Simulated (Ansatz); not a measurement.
## Si2 (SMILES [Si]=[Si]): methods side by side

Si2: 2 atoms, total charge 0, spin state triplet. SMILES: `[Si]=[Si]`. The shape is that of a GFN2-xTB optimisation.

```jsonl
{"atom": "Si", "x (Å)": "0.0000", "y (Å)": "0.0000", "z (Å)": "0.0000"}
{"atom": "Si", "x (Å)": "0.0000", "y (Å)": "0.0000", "z (Å)": "2.1742"}
```

Quantity: the vertical electron affinity (to the doublet anion), in eV. The values are calculated.

The electron affinity is E(neutral) − E(anion): positive where the electron is bound.

| level | kind | program | value (eV) | CPU time (all runs) |
| --- | --- | --- | --- | --- |
| UHF/6-31G | Hartree–Fock | Ansatz | 1.38 | 2 s |
| U-revPBE/6-31G | GGA | Ansatz | 2.04 | 8.1 s |
| UBHLYP/6-31G | global hybrid | Ansatz | 1.89 | 9 s |
| UPBE0/6-31G | global hybrid | Ansatz | 2.08 | 12 s |
| UBCCD(T)/6-31G | coupled cluster or CI | Ansatz | 1.60 | 3.5 s |
| UCCSD(T)/6-31G | coupled cluster or CI | Ansatz | 1.57 | 3 s |
| UCCSD/6-31G | coupled cluster or CI | Ansatz | 1.55 | 2.9 s |
| UCCSDTQ/6-31G | coupled cluster or CI | Ansatz | 1.60 | 89 s |

The values span 1.38 to 2.08 eV. Spin contamination of the reference (⟨S²⟩ at least 0.1 too high) touches UHF/6-31G, UBCCD(T)/6-31G, UCCSD(T)/6-31G, UCCSD/6-31G, UCCSDTQ/6-31G. The coupled-cluster rows rest on a doubtful reference here (large T1 or Brueckner and Hartree–Fock orbitals at odds), and rows may lie in different states. All rows use very small basis sets, so none should be taken for the real molecule's value. Times are those of the runs behind each value, whatever else they computed, on shared processors of several kinds: orders of magnitude only.
